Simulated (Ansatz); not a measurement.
## AlGa⁺, doublet: reading a ladder of total energies

Geometry: that of the AlGa, singlet, kept fixed.

```json
{"atom": "Al", "x (Å)": "0.0000", "y (Å)": "0.0000", "z (Å)": "0.0000"}
{"atom": "Ga", "x (Å)": "0.0000", "y (Å)": "0.0000", "z (Å)": "3.0185"}
```

Basis cc-pVDZ; Ansatz 0.2.0. Correlated methods freeze the noble-gas cores and the filled d shells of p-block atoms, which leaves 5 electrons in 26 orbitals. Prefix R: restricted or restricted open-shell reference. No spin–orbit coupling is included, and no scalar relativity.

Full CI is exact within this basis and frozen core; it isn't the basis-set limit.

Runs differ by some tens of microhartree through their thresholds and, for an open shell, their frozen cores, so steps under 0.03 kcal/mol mean nothing.

```json
{"level": "RHF", "total energy (hartree)": "-2164.894363"}
{"level": "RMP2", "total energy (hartree)": "-2164.960048"}
{"level": "RCCSD", "total energy (hartree)": "-2164.987621"}
{"level": "RCCSD(T)", "total energy (hartree)": "-2164.989523"}
{"level": "RCCSDT", "total energy (hartree)": "-2164.990174"}
{"level": "RCCSDT(Q)", "total energy (hartree)": "-2164.990235"}
{"level": "full CI", "total energy (hartree)": "-2164.990249"}
```

Problem. What is the correlation energy at full CI, and what share of it do RMP2 and RCCSD(T) recover?

Solution. E(corr) = -2164.990249 − (-2164.894363) = -0.095886 hartree = -2.609 eV. RMP2: -0.065685 / -0.095886 = 68.50 %. RCCSD(T): -0.095160 / -0.095886 = 99.24 %.

Problem. By how many kcal/mol does RCCSD(T) miss full CI (1 hartree = 627.509 kcal/mol), and which steps make up the rest?

Solution. -2164.989523 − (-2164.990249) = 0.000726 hartree = 0.46 kcal/mol. Steps: RCCSDT − RCCSD(T) = -0.41, RCCSDT(Q) − RCCSDT = -0.04, full CI − RCCSDT(Q) = -0.01 kcal/mol. That is within 1 kcal/mol of the reference in this basis, which itself misses far more of the correlation at the basis-set limit.
